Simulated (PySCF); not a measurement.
Working out the ionisation energy of Ne

Ne [Ne] (1S) → Ne⁺ [He] 2s2 2p5 (2P). All numbers are calculated (PySCF 2.14, scalar relativity by spin-free X2C-1e, in x2c-QZVPPall with one added diffuse shell each of s, p, d, f type (8s5p4d3f1g, 73 functions)). Frozen: nothing. Energies in hartree (1 hartree = 27.21139 eV):

| part | Ne (lower) | Ne⁺ (upper) |
| --- | --- | --- |
| UHF | -128.684507 | -127.962784 |
| MP2 opposite-spin | -0.238606 | -0.186536 |
| MP2 same-spin | -0.077037 | -0.053414 |

Task: What does Hartree-Fock give?

Result: (-127.962784) − (-128.684507) = 0.721723 hartree = 19.639 eV.

Task: What do MP2 and SCS-MP2 (6/5 opposite-spin, 1/3 same-spin) give?

Result: The opposite-spin parts differ by 1.417 eV and the same-spin parts by 0.643 eV. MP2: 19.639 + (1.417) + (0.643) = 21.699 eV. SCS-MP2: 19.639 + 1.2 × (1.417) + (0.643)/3 = 21.554 eV.

Measured between the centres of the two terms (NIST): 21.597 eV, so MP2 (valence and next inner shell) is off by 0.102 eV.

What remains against the reference includes basis incompleteness and correlation beyond second order.
